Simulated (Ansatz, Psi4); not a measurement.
**Heat of formation of N2H4 (hydrazine) from total energies**

N2H4: 6 atoms, total charge 0, spin state singlet. As SMILES, `NN`. The shape was relaxed beforehand at PBE0/def2-TZVP. This is one conformer, not always the lowest.

Total energies at CCSD(T)/CBS estimate, 2 core orbitals frozen (Psi4 1.11); the atoms run unrestricted:

```tsv
species	state	energy (Eh)
N2H4	singlet	-111.763805
N	quartet	-54.532217
H	doublet	-0.500000
```

Harmonic wavenumbers at PBE0-D4/def2-TZVP, in cm⁻¹: 466, 810, 972, 1152, 1305, 1337, 1681, 1695, 3488, 3495, 3593, 3599.

Measured heats of formation of the gaseous atoms at 298.15 K, in kJ/mol: N 472.4, H 218.0. Take 1 Eh = 2625.50 kJ/mol, 1 cm⁻¹ = 0.0119627 kJ/mol, RT = 2.479 kJ/mol.

Q: Work out the heat of formation of the gas at 298 K.

A: 
1. Electronic atomisation energy: 2 × (-54.532217) + 4 × (-0.500000) − (-111.763805) = 0.699371 Eh = 1836.2 kJ/mol.
2. Zero-point energy: half the sum of the wavenumbers, 11796.5 cm⁻¹ = 141.1 kJ/mol.
3. Thermal vibrational enthalpy, Σ hcν̃/(exp(hcν̃/kT) − 1): 1.1 kJ/mol. Translation, rotation and pV of a non-linear molecule: 4 RT = 9.9 kJ/mol.
4. The 6 free atoms carry 5/2 RT each: 37.2 kJ/mol.
5. Atomisation enthalpy at 298 K: 1836.2 − 141.1 − 1.1 − 9.9 + 37.2 = 1721.3 kJ/mol.
6. Sum of the atoms' heats of formation: 1816.8 kJ/mol. Heat of formation: 1816.8 − 1721.3 = +95.5 kJ/mol.

The tabulated value is +95.5 kJ/mol (Active Thermochemical Tables), so this level is off by 0.0 kJ/mol, or 0.0 % of the atomisation enthalpy that the table implies (1721.3 kJ/mol). Anharmonicity and any spin-orbit splitting of the molecule are left out, and so is core correlation.
